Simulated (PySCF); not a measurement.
DMSO cation (C2H6OS), SMILES CS(C)=O (connectivity only; charge and spin as stated), charge +1, multiplicity 2. Atoms are numbered in the order given.

```xyz
10

C     -0.1618    -0.7654    -1.4722
S      0.3459     0.1543     0.0000
C     -0.1618    -0.7654     1.4722
O     -0.2653     1.5326     0.0000
H      0.1209    -0.1386    -2.3306
H      0.3944    -1.7145    -1.4736
H     -1.2503    -0.9192    -1.4221
H     -1.2503    -0.9192     1.4221
H      0.1209    -0.1386     2.3306
H      0.3944    -1.7145     1.4736
```
Charge +1, spin multiplicity 2.

Geometry optimised at B3LYP-D3(BJ)/def2-SVP. The spin state was assumed, not searched.

Calculation: CAM-B3LYP/def2-TZVP (PySCF).

ESP charges are fitted to the potential on shells at 1.4 to 2.0 van der Waals radii. Atomic charges (e):

| atom | Löwdin | ESP fit | Mulliken spin |
|---|---|---|---|
| C1 | -0.38 | -0.52 | 0.05 |
| S2 | 0.96 | 0.66 | 0.28 |
| C3 | -0.38 | -0.52 | 0.05 |
| O4 | -0.11 | -0.17 | 0.59 |
| H5 | 0.16 | 0.26 | 0.00 |
| H6 | 0.15 | 0.25 | 0.00 |
| H7 | 0.15 | 0.26 | 0.02 |
| H8 | 0.15 | 0.26 | 0.02 |
| H9 | 0.16 | 0.26 | 0.00 |
| H10 | 0.15 | 0.25 | 0.00 |

Computed Mayer and Wiberg (Löwdin basis) orders of the bonds:
| bond | Mayer | Wiberg |
|---|---|---|
| C1–S2 | 0.93 | 1.27 |
| S2–C3 | 0.93 | 1.27 |
| S2–O4 | 1.73 | 2.33 |
| C1–H5 | 0.92 | 0.91 |
| C1–H6 | 0.92 | 0.91 |
| C1–H7 | 0.92 | 0.91 |
| C3–H8 | 0.92 | 0.91 |
| C3–H9 | 0.92 | 0.91 |
| C3–H10 | 0.92 | 0.91 |
